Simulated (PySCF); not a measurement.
Al(CH3)2Cl, optimised at HF/6-31G*:

```xyz
10

C      1.6861    -0.4660    -0.5796
Al     0.0555     0.5762    -0.2511
C     -1.7711    -0.1076    -0.0312
Cl     0.2955     2.6883    -0.1185
H      1.4947    -1.5351    -0.6257
H      2.1561    -0.1740    -1.5169
H      2.4251    -0.2958     0.2012
H     -2.1788     0.1673     0.9399
H     -1.8237    -1.1900    -0.1165
H     -2.4414     0.3157    -0.7770
```

Method: PySCF energies plus ideal-gas RRHO corrections (1 bar). 6-31G* has spherical d functions here. All species are closed-shell singlets. B3LYP is the form with VWN-RPA correlation. Al(CH3)2Cl: computed as isolated molecules; such fragments, hydroxides, amides, oligomers or adducts are transient or little studied in the gas.

Task: List the harmonic frequencies (cm⁻¹, unscaled, methyl torsions left out) at this level and at the other levels, each on its own geometry.

Result: 
- HF/6-31G*: 171, 171, 199, 461, 617, 643, 697, 754, 775, 826, 1401, 1404, 1594, 1598, 1602, 1602, 3173, 3175, 3234, 3235, 3249, 3250
- B3LYP/6-31G*: 162, 163, 185, 441, 591, 600, 659, 720, 731, 778, 1280, 1282, 1484, 1485, 1490, 1492, 3036, 3037, 3103, 3103, 3118, 3119
- PBE/def2-SVP: 159, 163, 177, 442, 545, 595, 609, 664, 703, 730, 1164, 1165, 1372, 1372, 1375, 1376, 2963, 2964, 3052, 3052, 3078, 3078
- PBE0/def2-TZVP: 160, 160, 186, 454, 568, 600, 642, 694, 720, 749, 1220, 1222, 1435, 1438, 1443, 1444, 3040, 3041, 3116, 3116, 3133, 3134
